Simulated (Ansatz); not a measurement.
BSiH2F (SMILES B[Si]F): methods side by side

The species is BSiH2F (5 atoms), meant as a triplet with charge 0. As SMILES, `B[Si]F`. The shape is that of a GFN2-xTB optimisation.

```xyz
5

B     0.2349    0.6857   -0.1241
Si   -0.8900   -0.8075   -0.2937
F    -0.5199   -2.1761    0.5589
H    -0.0003    1.6671   -0.7177
H     1.1753    0.6308    0.5765
```

Each level gives the energy change with the B1–H4 bond stretched from 1.171 to 1.464 Å (eV). The values are calculated.

```
          level                    kind  program  value (eV)  less FCI/STO-3G
U-revPBE/STO-3G                     GGA   Ansatz        0.83             0.00
    UPBE/STO-3G                     GGA   Ansatz        0.85            +0.02
   UPBE0/STO-3G           global hybrid   Ansatz        0.95            +0.12
  UHSE06/STO-3G  range-separated hybrid   Ansatz        0.95            +0.12
 RPA@PBE/STO-3G                     RPA   Ansatz        0.79            -0.04
    UMP2/STO-3G     perturbation theory   Ansatz        0.95            +0.12
  UCCSDT/STO-3G   coupled cluster or CI   Ansatz        0.83             0.00
 UCCSDTQ/STO-3G   coupled cluster or CI   Ansatz        0.83             0.00
     FCI/STO-3G      exact in the basis   Ansatz        0.83             0.00
```

FCI/STO-3G is exact within its basis and frozen core, so for wave-function methods in that basis the difference is their error; functionals converge differently with the basis, so for them it is only a difference. The first shape isn't each level's own minimum. The values span 0.79 to 0.95 eV. All rows use very small basis sets, so even the best lies far from the true value.
